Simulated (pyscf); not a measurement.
GeH₂ (SMILES [GeH2]) [singlet] + •H₂C–CH₃ (SMILES [CH2]C) -> GeH₃• (SMILES [GeH3]) + H₂C=CH₂ (SMILES C=C) (hydrogen abstraction; doublet surface; C–H broken, Ge–H formed). Single points on ωB97X-D3(BJ)/def2-SVP structures (PySCF, gas phase). Energies in kcal/mol from the separated reactants.

```
level                   barrier  reaction energy
----------------------  -------  ---------------
ωB97X-D3(BJ)/def2-TZVP      2.8            -21.9
B3LYP-D3(BJ)/def2-TZVP     -1.3            -20.7
PBE0-D3(BJ)/def2-TZVP       [?]            -21.4
M06-2X/def2-TZVP            [?]              [?]
ωB97M-D3(BJ)/def2-TZVP      4.1            -21.8
HF/def2-TZVP               18.8            -18.0
```

Problem. Some entries are withheld; supply them.

Solution. 
- PBE0-D3(BJ)/def2-TZVP, barrier: -2.5
- M06-2X/def2-TZVP, barrier: 1.5
- M06-2X/def2-TZVP, reaction energy: -24.7

On the reactant side the descent ends in a complex, 4.8 kcal/mol under the separated species and 7.7 kcal/mol under the saddle at ωB97X-D3(BJ)/def2-TZVP. At B3LYP-D3(BJ), PBE0-D3(BJ) the saddle lies under the separated reactants, which points to a path from their complex (located at ωB97X-D3(BJ) alone). This is the saddle that the search found; another between the same sides may lie lower. The angle at the transferred H is 133°. Elements up to Kr have no core potential and no relativistic terms here.
